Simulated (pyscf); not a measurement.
SiH₂ (SMILES [SiH2]) [singlet] + H₃C–OH (SMILES CO) → HO–CH₂–SiH₃ (SMILES OC[SiH3]), an insertion (singlet surface; C–H broken, C–Si, H–Si formed). Structures and frequencies: ωB97X-D3(BJ)/def2-SVP in PySCF. MP2 and CC: frozen core, UHF for open shells. ΔMP2 is the change of the MP2 total energy from the triple- to the quadruple-zeta basis. Energies in kcal/mol from the separated reactants.

Small-basis levels: PySCF, no dispersion term, spherical d functions. AM1 to PM7: differences of heats of formation from MOPAC, which are fitted to 298 K values and so differ in kind from electronic energies by zero-point and thermal terms. Cost: rough CPU time at the saddle relative to B3LYP/6-31G*, from one job on a shared machine.

| level | barrier | reaction energy | cost |
|---|---|---|---|
| HF/STO-3G | 44.7 | -70.8 | 0.06 |
| HF/6-31G* | 49.5 | -45.6 | 0.10 |
| MP2/6-31G* | 34.9 | -51.6 | 0.1 |
| PBE/6-31G* | 23.2 | -51.0 | 2 |
| B3LYP/3-21G | 19.0 | -46.0 | 0.7 |
| AM1 | 19.5 | -65.7 | under 0.02 |
| PM7 | 13.1 | -66.6 | under 0.02 |
| CCSD(T)/def2-TZVPP + ΔMP2(QZVPP) | 28.0 | -51.4 | – |

Against the last row the barrier runs from -14.9 (PM7) to +21.5 kcal/mol (HF/6-31G*); PBE/6-31G* happens to lie closest here (4.8 kcal/mol apart). CCSD(T)/def2-TZVPP + ΔMP2(QZVPP) has limits of its own. On the reactant side the descent ends in an adduct with a O–Si contact, 23.7 kcal/mol under the separated species and 49.1 kcal/mol under the saddle at ωB97X-D3(BJ)/def2-TZVP. At ωB97X-D3(BJ)/def2-TZVP the barrier from the zero used here is 25.4 kcal/mol. The same reactants have a lower exit, to H₃C–O–SiH: [singlet] + H₂ (barrier -0.7 kcal/mol at ωB97M-D3(BJ)/def2-TZVP, against +27.8 kcal/mol here). HO–CH₂–SiH₃ lies 48.9 kcal/mol over its isomer H₃C–SiH₂–OH (electronic energy, ωB97M-D3(BJ)/def2-TZVP). One saddle was located; it need not be the lowest between these sides. The CCSD(T) − MP2 part came from Ansatz, without density fitting, on the same reference.
